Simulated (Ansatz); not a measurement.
Input file:

```yaml
crystal:
  periodic: [false, false, false]
  atoms:
    - {symbol: Si, position_ang: [0.000000, 0.000000, 1.954501]}
    - {symbol: B, position_ang: [0.000000, 0.000000, 0.000000]}
    - {symbol: Si, position_ang: [0.000000, 0.000000, -1.954501]}
basis:
  gaussian: {orbitals: cc-pVDZ}
magnetization: {spin_polarized: true, initial_magnetization: 1}
hamiltonian: {xc: {name: BLYP}}
```

```sh
$ ansatz run in.yaml --threads 1 --pin off --events-out ev --progress --plain --max-ram 2393MiB
```

Log:

```
630 factors; their error is unknown
mean field evaluation 1: about -16419.7513 eV, gradient 3.0e1 eV
mean field evaluation 2: about -16391.1351 eV, gradient 5.0e1 eV
mean field evaluation 4: about -16426.3259 eV, gradient 1.2e0 eV
mean field evaluation 8: about -16426.3232 eV, gradient 5.6e-2 eV
mean field evaluation 16: about -16426.3232 eV, gradient 2.3e-5 eV
mean field evaluation 32: about -16426.3232 eV, gradient 2.7e-6 eV
mean field evaluation 64: about -16426.2964 eV, gradient 1.1e0 eV
mean field evaluation 96: about -16424.3169 eV, gradient 5.4e0 eV
mean field evaluation 128: about -16424.3802 eV, gradient 3.1e-1 eV
mean field -16426.32321134 eV, -603.6562438550 hartree, gradient 3.9e-6 eV, S^2 0.752083; 14 other end points of the search recorded, 0 dependent functions left out
reference -16426.32348544 eV, -603.6562539281 hartree; 17, 16 occupied and 33, 34 virtual orbitals, 630 factors
Total energy: -16426.32348544 eV, -603.6562539281 hartree
```

Ran on 1 thread of Intel Xeon Platinum 8488C, shared host: 7.5 s wall, 0.17 GiB peak host memory.
